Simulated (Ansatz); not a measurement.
Grey tin (α-Sn), treated with RPBE (PAW; Ansatz, an electronic-structure program).

Settings: plane-wave cutoff 520 eV, 20×20×20 k mesh, Fermi–Dirac smearing 0.05 eV, perturbation theory, scalar-relativistic PAW data made under PBE.

Cell (relaxed at this level):

Sn has the cubic space group Fd-3m, origin choice 1 (No. 227), the diamond structure, Pearson symbol cF8. Conventional cell: a = 6.7318 Å, b = 6.7318 Å, c = 6.7318 Å, α = 90.00°, β = 90.00°, γ = 90.00°. Sn on 8a has 4 Sn at 2.915 Å (tetrahedral). (Neighbours: up to the widest gap in distance over summed covalent radii, below 1.35, at either atom.)
(The calculation used a cell of 2 atoms; values per cell refer to that cell.)

Question: Give the computed zone-centre TO phonon frequency.

Answer: 
- zone-centre TO phonon frequency = 169 cm⁻¹

Measured, for comparison: zone-centre TO phonon frequency 200 cm⁻¹ (low temperature, zero-point motion not removed; as tabulated in Tanner et al. (2021), arXiv:2110.11888). Computed (rounded) less measured: zone-centre TO phonon frequency -16 %.

Note: the solid has no gap at this level, which affects its response.

Spin–orbit coupling is not included.
